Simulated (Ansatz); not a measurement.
Born–Oppenheimer molecular dynamics of CH4BF (7 atoms, charge 0, multiplicity 1). It goes on from the last frame of an earlier run, with new velocities.

The calculation used RKS PBE-D4/def2-SVP in Ansatz 0.2.0.

```
ensemble                      : NVE (velocity Verlet)
time step                     : 0.5 fs
steps asked                   : 166
starting velocities drawn for : 1500 K
masses                        : H 2.014 u
seed                          : 567620
```

First frame:

```xyz
7
Properties=species:S:1:pos:R:3
B -0.023 -0.014 -0.073
C 0.025 -0.094 1.624
H -0.632 -0.985 1.952
H 1.046 -0.081 1.986
H -0.513 0.861 2.042
F 0.979 -0.523 -0.724
H -0.768 0.726 -0.627
```

Q: How far do the bonds stretch over the last three quarters of this one trajectory? (Pairs bonded in most of those frames.)

A: 
```tsv
bond	mean (Å)	spread (Å)	shortest	longest
B1–C2	1.569	0.039	1.50	1.63
B1–F6	1.349	0.068	1.24	1.46
B1–H7	1.244	0.061	1.14	1.33
C2–H3	1.142	0.088	1.00	1.27
C2–H4	1.126	0.064	1.02	1.22
C2–H5	1.137	0.091	0.99	1.26
```

Mean temperature of the second half: 1069 K. The conserved energy stayed within 0.66 meV per atom of its start (net change -0.12 meV per atom), so the integration is sound. A run of 0.083 ps of so small a system gives no equilibrium averages.

The run took 3.1 min on 1 thread of Arm Neoverse V2, on a shared host, peak memory 0.1 GiB.
